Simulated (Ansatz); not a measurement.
System: NH, charge 0, multiplicity 3. SMILES: [NH]

Atoms: N1, H2. Bonds: N1-H2.

Bond lengths (Å) and angles (degrees) optimised at HF/3-21G with Ansatz (a quantum-chemistry and plane-wave program); HF/6-31G* with Ansatz; PBE/6-31G* with Ansatz; B3LYP/LANL2DZ with Ansatz; B3LYP/6-31G* with Ansatz; MP2/6-31G* with Ansatz, each started from the B3LYP-D3(BJ)/def2-TZVP structure (Ansatz) of the last column. A row stands for all coordinates that are equal there. 6-31G* holds six Cartesian d functions.

| coordinate | HF/3-21G | HF/6-31G* | PBE/6-31G* | B3LYP/LANL2DZ | B3LYP/6-31G* | MP2/6-31G* | B3LYP-D3(BJ)/def2-TZVP |
|---|---|---|---|---|---|---|---|
| N1-H2 | 1.046 | 1.024 | 1.057 | 1.068 | 1.048 | 1.039 | 1.042 |

Mean signed difference of all 1 bond lengths from B3LYP-D3(BJ)/def2-TZVP: HF/3-21G 0.004 Å, HF/6-31G* -0.018 Å, PBE/6-31G* 0.016 Å, B3LYP/LANL2DZ 0.026 Å, B3LYP/6-31G* 0.006 Å, MP2/6-31G* -0.002 Å.
